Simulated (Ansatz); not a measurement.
**NH (singlet): from Hartree-Fock to the top rungs at distance N1–H2 = 1.672 Å, aug-cc-pVDZ**

How much of the correlation energy of NH (singlet) does each wave-function method recover here?

Computed with Ansatz 0.2.0, Gaussian basis. Level: aug-cc-pVDZ, core rule «outside noble gas», up to 1 orbitals frozen.

To be run: UHF; CCSD(T) on RHF; CCSD(T) on UHF; BCCD(T) on RHF; CISD; CCSDT(Q) on RHF; CCSDT(Q) on UHF; CASSCF and MRCISD+Q, 2 electrons in 2 orbitals; CASSCF and NEVPT2, 2 electrons in 2 orbitals; CASSCF and MRCISD+Q, 6 electrons in 5 orbitals; CASSCF and NEVPT2, 6 electrons in 5 orbitals; Full CI; Full CI in the symmetry of the determinant.

24 further runs of the same task are left out: 5 for a known fault of the program, 15 that didn't finish, 4 set aside as unsound or not needed.

### 1 The system

The geometry derives from a PBE0/def2-TZVP stationary point (not a proven minimum). One bond is set to the value named and the two fragments are kept rigid.

2 atoms, charge 0, spin multiplicity 1.

Atoms are counted from 1 here; the program's logs count them from 0.

No contacts short enough for the rule that draws bonds.

As a file:

```mol
HN
  3D, bonds by distance, orders not assigned

  2  0  0  0  0  0  0  0  0  0999 V2000
    0.0000    0.0000    0.0000 N   0  0
    0.0000    0.0000    1.6720 H   0  0
M  END
```

### 2 UHF

in.yaml

```yaml
crystal:
  periodic: [false, false, false]
  atoms:
    - {symbol: N, position_ang: [0.000000, 0.000000, 0.000000]}
    - {symbol: H, position_ang: [0.000000, 0.000000, 1.672000]}
basis:
  gaussian: {orbitals: aug-cc-pVDZ}
magnetization: {spin_polarized: true, initial_magnetization: 0}
hamiltonian: {xc: hf}
output: {orbitals: {seedname: orbitals}}
```

On the command line:

```
> ansatz run in.yaml --threads 1 --pin off --events-out ev --progress --plain --max-ram 2393MiB
```

After this run come: CCSD(T) on RHF; CCSD(T) on UHF; BCCD(T) on RHF; CISD; CCSDT(Q) on RHF; CCSDT(Q) on UHF; CASSCF and MRCISD+Q, 2 electrons in 2 orbitals; CASSCF and NEVPT2, 2 electrons in 2 orbitals; CASSCF and MRCISD+Q, 6 electrons in 5 orbitals; CASSCF and NEVPT2, 6 electrons in 5 orbitals; Full CI; Full CI in the symmetry of the determinant.

**Question.** What will the summary of the whole plan be? Wanted: FCI below the RHF energy; RMP2 from FCI; RCCSD from FCI; RCCSD(T) from FCI; RCCSDT(Q) from FCI; NEVPT2 valence from FCI; MRCISD+Q valence from FCI; T1 diagnostic; effectively unpaired electrons.

**Answer**, as computed:

| quantity | value |
| --- | --- |
| FCI below the RHF energy | -5.6808 eV |
| RMP2 from FCI | +38.52 kcal/mol |
| RCCSD from FCI | +12.69 kcal/mol |
| RCCSD(T) from FCI | +6.07 kcal/mol |
| RCCSDT(Q) from FCI | -0.23 kcal/mol |
| NEVPT2 valence from FCI | +15.64 kcal/mol |
| MRCISD+Q valence from FCI | -0.02 kcal/mol |
| levels within 1 kcal/mol (43 meV) | RCCSDT, RCCSDT(Q), MRCISD+Q valence |
| T1 diagnostic | 0.020 |
| effectively unpaired electrons | 2.19 |

RCCSD(T) lands +6.07 kcal/mol from the yardstick (4.6 % of the correlation energy). RCCSDT(Q) falls below full CI, which methods that aren't variational can do. With 2.2 effectively unpaired electrons against 0 the state is strongly multireference. Of the multireference levels listed MRCISD+Q valence comes nearest in total energy (-0.02 kcal/mol), which doesn't show that its space is the better one. These misses are within one basis, not against nature.
